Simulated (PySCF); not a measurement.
C₅H₃F.
SMILES with atom numbers: `[CH:1]#[C:2][C:3]1=[CH:4][C@@H:5]1[F:6]` (hydrogens: H7 on C1; H8 on C4; H9 on C5)

Method: PBE0-D3(BJ)/def2-SVP geometry optimisation, gas phase (PySCF 2.14.0); density fitting, grid level 1; the optimiser is geomeTRIC in internal coordinates, started from a GFN2-xTB structure with every atom displaced at random (about 0.01 Å).

Step 0: E = -7931.3230 eV
```
atom  x, y, z in Å  |  force x, y, z in eV/Å
C1      2.5597    0.1116    0.0676   -3.437   0.044  -0.452
C2      1.3387    0.1176   -0.0894    2.134  -0.004   0.270
C3     -0.0473    0.0743   -0.2154    2.486  -1.042   1.496
C4     -1.1281    0.4169   -0.7914   -2.924   0.043  -0.457
C5     -1.2843   -0.4695    0.3823    0.120   1.747   0.379
F6     -1.7320    0.0884    1.5797    0.274  -0.203  -0.657
H7      3.5904    0.1660    0.1751    1.665   0.012   0.194
H8     -1.6682    0.9794   -1.5276   -0.148   0.334  -0.484
H9     -1.5713   -1.5018    0.3840   -0.171  -0.930  -0.288
```

Step 1: E = -7931.4453 eV
```
atom  x, y, z in Å  |  force x, y, z in eV/Å
C1      2.5643    0.1843   -0.0159    0.679  -0.235   0.368
C2      1.3643    0.0252    0.0102   -0.439   0.320  -0.305
C3     -0.0278   -0.0049   -0.1063   -0.316   0.076  -0.328
C4     -1.1086    0.4007   -0.7550    0.294  -0.183   0.255
C5     -1.3347   -0.4603    0.4009   -0.055  -0.153   0.157
F6     -1.8177    0.0995    1.5528   -0.043   0.005   0.089
H7      3.6383    0.2437    0.0733   -0.164   0.038  -0.111
H8     -1.5496    1.0042   -1.5429    0.013   0.017  -0.074
H9     -1.6708   -1.5095    0.3478    0.033   0.115  -0.052
```

Task: Estimate the geometry and energy of step 2. (The exact step hangs on the optimiser's Hessian estimate; all steps are aligned on step 1, rigid shifts and turns removed.)

Result: E = -7931.4693 eV, largest force 0.420 eV/Å
```
atom  x, y, z in Å  |  force x, y, z in eV/Å
C1      2.5704    0.1731    0.0022   -0.157  -0.253   0.268
C2      1.3598    0.0573   -0.0138    0.129   0.297  -0.268
C3     -0.0336    0.0245   -0.1332    0.030  -0.019  -0.003
C4     -1.1269    0.4042   -0.7641   -0.030  -0.011   0.155
C5     -1.3227   -0.4517    0.4054   -0.080  -0.135   0.081
F6     -1.8054    0.0818    1.5722    0.068   0.080  -0.083
H7      3.6403    0.2060    0.1023    0.002   0.048  -0.074
H8     -1.5859    0.9915   -1.5562    0.020  -0.010  -0.026
H9     -1.6382   -1.5038    0.3500    0.017   0.004  -0.050
```

The energy changes by -0.0240 eV. The first-order estimate −F·Δx gives -0.0344 eV and the mean of the old and new forces, exact on a quadratic surface, -0.0236 eV. The step makes an angle of 74° with the force vector and moves no atom by more than 0.048 Å.

What follows is the cost of the whole optimisation. The run took 48 s of wall time on one thread, Arm Neoverse N1 (aarch64), no GPU, shared host with 64 logical CPUs at a one-minute load of 61, and the process peaked at 0.40 GiB of memory.
